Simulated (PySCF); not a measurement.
Orbital picture of BH⁺

MN15 at R = 1.209 Å; B def2-TZVPPD, H def2-TZVPPD; no relativity (PySCF 2.14). State: ²Σ⁺ (doublet), unpaired electrons σ ↑. Only the outer orbitals are listed, counted within each symmetry.

| spin | orbital | occ. | ε (eV) | on B (%) | main shells (%) |
| --- | --- | --- | --- | --- | --- |
| α | 2σ | 1 | -23.83 | 68 | 59 B s, 32 H s |
| α | 3σ | 1 | -18.21 | 88 | 55 B p, 33 B s, 14 H s |
| α | 1π | 0 | -10.89 | 98 | 98 B p |
| α | 1π | 0 | -10.89 | 98 | 98 B p |
| α | 4σ | 0 | -3.52 | 77 | 61 B s, 13 H p, 10 B d |
| β | 2σ | 1 | -23.15 | 69 | 53 B s, 30 H s, 15 B p |
| β | 3σ | 0 | -11.28 | 88 | 46 B p, 39 B s, 10 H s |
| β | 1π | 0 | -9.83 | 98 | 97 B p |
| β | 1π | 0 | -9.83 | 98 | 97 B p |

Q: Which are the highest filled and the lowest empty level, where do they sit, and how wide is the gap?

A: Highest filled α 3σ at -18.21 eV (in %: 55 B p, 33 B s, 14 H s); lowest empty β 3σ at -11.28 eV (in %: 46 B p, 39 B s, 10 H s); the gap at MN15 is 6.93 eV.

```json
{
  "bond order (Mayer)": "0.85",
  "⟨S²⟩": "0.751",
  "charge on B (Mulliken, basis-dependent)": "0.75",
  "charge on B (Löwdin, basis-dependent)": "1.04",
  "dipole moment (positive dipole points towards H; it is taken about the centre of mass and depends on that origin)": "0.29 D"
}
```

The state is the lowest determinant that a PBE0 search found; another state may lie lower at other levels.
